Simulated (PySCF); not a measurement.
Molecule: SMILES ClC(=C)COC, C$_{4}$H$_{7}$ClO.

Structure with atom numbers: `[CH2:1]=[C:2]([Cl:3])[CH2:4][O:5][CH3:6]`; H(Xn) means a hydrogen on atom n. Ha(C1) is cis to Cl3; Hb(C1) is trans to Cl3.

Geometry PBE0-D3(BJ)/def2-SVP throughout; GIAO in PySCF 2.14.0 with density-fitted response routines, gas phase, one conformer, non-relativistic; equivalent atoms averaged; basis pcSseg-1.

For orientation, PBE0 gives these shifts δ (against TMS, HCl, H2O at the same level): C2 149.6, C1 117.6, C4 76.1, C6 58.7, Cl3 216.6, O5 19.6, Ha(C1) 5.55, H(C4) 3.53, H(C6) 3.37 ppm.

A run gave: C2 149.6, C1 113.8, C4 79.5, C6 61.1, Cl3 242.9, O5 32.1, Ha(C1) 5.42, H(C4) 3.70, H(C6) 3.49 ppm (shifts δ (against TMS, HCl, H2O at the same level)).

Which functional was used in that run?
A. BP86
B. BHandHLYP
C. WP04
D. OPBE

Results:

A. Cl3 tells them apart best: BP86 gives 242.9, OPBE gives 229.3, BHandHLYP gives 189.7, WP04 gives 207.9 ppm.
